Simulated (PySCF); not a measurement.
# A diatomic session: SiP

An exercise on one series of results from a longer session: the logs are not shown, and one member is left open.

Computed with PySCF 2.14.0. Level: Si def2-TZVPPD, P def2-TZVPPD, no relativity.

The first run:

The job is set up so:

| Item | Value |
| --- | --- |
| atoms | Si, P |
| charge | 0 |
| basis | Si def2-TZVPPD, P def2-TZVPPD |
| Hamiltonian | no relativity |
| basis functions | 96 |
| electrons treated | 29 |
| masses in u | 27.9769, 30.9738 |
| levels | PBE0, PBE, r²SCAN, BHandHLYP, BLYP, PBEsol, M06-2X, M06-L, LC-ωPBE, HF, MP2, SCS-MP2, CCSD, CCSD(T) |
| grid | 80 radial by 434 angular points |
| occupations | held fixed by the projection of orbital angular momentum |
| dissociation limit | Si + P, each in its ground configuration |
| starting distance in angstrom | 2.180 |
| values of 2S to try | 1, 3, 5 |

On the command line:

```console
$ OMP_NUM_THREADS=2 python dia.py task.json out
```

Steps of the session up to this table: Input; PBE0 along the bond; Excited determinants; PBE (GGA); r²SCAN; BHandHLYP (global hybrid GGA); BLYP (GGA); PBEsol (GGA); M06-2X (hybrid meta-GGA); M06-L; LC-ωPBE (range-separated hybrid); ROHF (mean field); Correlated methods on the Hartree–Fock reference.

One table of the session follows, with a row left open; its other results are not shown here.

Energy (eV) from each level's lowest point:

```
R (Å)   ROHF  ROHF-MP2  ROHF-SCS-MP2  ROHF-CCSD  ROHF-CCSD(T)
1.783  1.275     1.470         1.460        n/a           n/a
1.866  0.520     0.671         0.663      0.647         0.701
1.949  0.125     0.221         0.217      0.206         0.241
2.011  0.005     0.055         0.053      0.047         0.066
2.073  0.000     0.000         0.000      0.000         0.000
2.135  0.084     0.030         0.033      0.038         0.019
2.218  0.300     0.170         0.174      0.188         0.140
2.322      ?         ?             ?          ?             ?
2.446  1.238     0.891         0.892      0.917         0.781
2.612  2.040     1.536         1.528        n/a           n/a
```

Q: Estimate the row for R (Å) = 2.322 from the others.

Worked estimate for «ROHF». A straight line through the neighbours (2.218, 0.300) and (2.446, 1.238) gives 0.300 + (1.238 − 0.300) × (2.322 − 2.218) / (2.446 − 2.218) = 0.728; a parabola fitted to 4 rows on both sides gives 0.700.

**Answer.** ROHF: 0.683; ROHF-MP2: 0.455; ROHF-SCS-MP2: 0.460; ROHF-CCSD: 0.481; ROHF-CCSD(T): 0.394. In «ROHF» the line misses by +0.045 and the parabola by +0.017.
